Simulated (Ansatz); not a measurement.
# Worked example: AlP⁺, doublet against AlP, triplet

Geometry (PBE0/def2-TZVP stationary point of a triplet), kept for both states (AlP, triplet: Π; AlP⁺, doublet: Σ⁻ or Δ):

```
atom   x (Å)   y (Å)   z (Å)
  Al  0.0000  0.0000  0.0000
   P  0.0000  0.0000  2.2080
```

Basis 6-31G; Ansatz 0.2.0. Correlated methods freeze the noble-gas cores. R marks a restricted (for open shells ROHF) determinant, U an unrestricted one.

Full CI is exact within this basis and frozen core; it isn't the basis-set limit. The frozen core follows each run's orbitals, which can shift R against U totals by a few meV.

Unrestricted rows (U, and Kohn–Sham where it breaks symmetry) aren't spin-pure: their determinants' ⟨S²⟩ exceeds S(S+1) by up to 1.03, so they mix in states of higher spin. Coupled cluster chose its determinant by trial CCSD, here up to 0.17 eV above the lowest Hartree–Fock solution of its kind, and MP2 stands on that determinant too.

```csv
level,"E(AlP, triplet) (hartree)","E(AlP⁺, doublet) (hartree)"
UMP2,-582.600464,-582.321260
UCCSD(T)*,-582.626068,-582.349855
PBE,-583.355735,-583.049806
PBE0,-583.402380,-583.100274
full CI,-582.627554,-582.330136
```

Give the vertical gap, AlP⁺ doublet less AlP triplet, at each level in eV (1 hartree = 27.2114 eV), and each error against full CI.

full CI: (-582.330136 − (-582.627554)) × 27.2114 = 8.093 eV (the reference)
PBE0: (-583.100274 − (-583.402380)) × 27.2114 = 8.221 eV, error 0.128 eV
PBE: (-583.049806 − (-583.355735)) × 27.2114 = 8.325 eV, error 0.232 eV
UCCSD(T): (-582.349855 − (-582.626068)) × 27.2114 = 7.516 eV, error -0.577 eV
UMP2: (-582.321260 − (-582.600464)) × 27.2114 = 7.598 eV, error -0.495 eV

Total energies of functionals can't be set beside those of wave-function methods, since they hold the core's correlation and their own absolute errors; only the differences compare.

The set has no polarisation functions, so the order and spacing of states can differ from the basis-set limit.

In so small a basis the reference is far from its limit while semilocal and hybrid functionals are nearer theirs, so the functionals' errors here hold much of the reference's basis and frozen-core error, which can add to them or hide them.

Each level lands on the state that its own search finds. T1 diagnostics of restricted CCSD: 0.052 and 0.067.

An asterisk marks runs whose energy the program itself flagged as in doubt.
